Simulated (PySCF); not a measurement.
Molecule: `CC(C)N`, C$_{3}$H$_{9}$N.

Atom-mapped SMILES (the numbers label the heavy atoms): `[CH3:1][CH:2]([CH3:3])[NH2:4]`. Each H is labelled by its parent atom.

Geometry PBE0-D3(BJ)/def2-SVP throughout; GIAO in PySCF 2.14.0 with density-fitted response routines, gas phase, one conformer, non-relativistic; equivalent atoms averaged; basis pcSseg-2.

For orientation, KT2 gives these shifts δ (against TMS, NH3 at the same level): C2 48.7, C1/C3 26.9, N4 63.0, H(C2) 3.64, H(C1)/H(C3) 0.92, H(N4) 0.67 ppm.

A run gave: C2 51.0, C1/C3 28.4, N4 67.2, H(C2) 3.58, H(C1)/H(C3) 0.97, H(N4) 0.69 ppm (shifts δ (against TMS, NH3 at the same level)).

Q: Which functional was used in that run?
A. OPBE
B. LC-wPBE
C. HF
D. BLYP

A: D. C2 tells them apart best: BLYP gives 51.0, HF gives 41.3, LC-wPBE gives 44.3, OPBE gives 47.5 ppm.
